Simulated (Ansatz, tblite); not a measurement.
**SiFH3 (SiH₃F): removing an electron**

One table from this session's results is given with a row withheld; the runs are named, their logs left out.

Program: Ansatz 0.2.0, Gaussian basis. Level of theory: as each input shows. These are calculated values, not measurements.

Plan: charge +1 doublet, at the geometry of the singlet (PBE0-D4/def2-TZVP, PBE-D4/def2-TZVP, r2SCAN-D4/def2-TZVP, CCSD(T)/def2-TZVPP); the starting singlet's energies come from earlier runs.

**The relaxed structure**

The geometry is that of the singlet, from an earlier relaxation (PBE0-D4/def2-TZVP).

5 atoms, charge 0, spin multiplicity 1.

Atoms are counted from 1 here; the program's logs count them from 0.

Bond lengths: Si1–F2 1.600 Å, Si1–H3 1.482 Å, Si1–H4 1.482 Å, Si1–H5 1.482 Å. Angles: F2–Si1–H3 108.3°, F2–Si1–H4 108.3°, F2–Si1–H5 108.3°, H3–Si1–H4 110.6°, H3–Si1–H5 110.6°, H4–Si1–H5 110.6°.

Geometry (Å):

```xyz
5

Si   -0.0003    0.0005   -0.0404
F     0.0109   -0.0193    1.5593
H     1.4030    0.0112   -0.5161
H    -0.7110    1.2218   -0.4864
H    -0.7026   -1.2142   -0.5165
```

Set-up of the first run:

Contents of in.yaml:

```yaml
crystal:
  periodic: [false, false, false]
  atoms:
    - {symbol: Si, position_ang: [-0.000277, 0.000497, -0.040373]}
    - {symbol: F, position_ang: [0.010871, -0.019290, 1.559348]}
    - {symbol: H, position_ang: [1.403022, 0.011214, -0.516069]}
    - {symbol: H, position_ang: [-0.710982, 1.221826, -0.486356]}
    - {symbol: H, position_ang: [-0.702634, -1.214246, -0.516549]}
basis:
  gaussian: {orbitals: def2-TZVP}
total_charge: 1
magnetization: {spin_polarized: true, initial_magnetization: 1}
hamiltonian: {xc: pbe0, dispersion: d4}
output: {orbitals: {seedname: orbitals}}
```

Launch:

```
$ ansatz run in.yaml --threads 4 --pin off --events-out ev --progress --plain --max-ram 3916MiB
```

Among the steps run: Charge +1 doublet at the fixed geometry, PBE0-D4/def2-TZVP; Charge +1 doublet at the fixed geometry, PBE-D4/def2-TZVP; Charge +1 doublet at the fixed geometry, r2SCAN-D4/def2-TZVP; Charge +1 doublet at the fixed geometry, CCSD(T)/def2-TZVPP.

One table of the session follows, with a row left open; its other results are not shown here.

| method | vertical ionisation energy (eV) |
| --- | --- |
| HF/def2-TZVPP | 12.29 |
| PBE-D4/def2-TZVP | 12.09 |
| r2SCAN-D4/def2-TZVP | 12.28 |
| PBE0-D4/def2-TZVP | 12.47 |
| MP2/def2-TZVPP | 12.85 |
| CCSD/def2-TZVPP | ? |
| CCSD(T)/def2-TZVPP | 12.81 |

**Question.** Estimate the row for CCSD/def2-TZVPP.

The run gave: vertical ionisation energy (eV): 12.87. In the column «vertical ionisation energy (eV)» it is the highest.
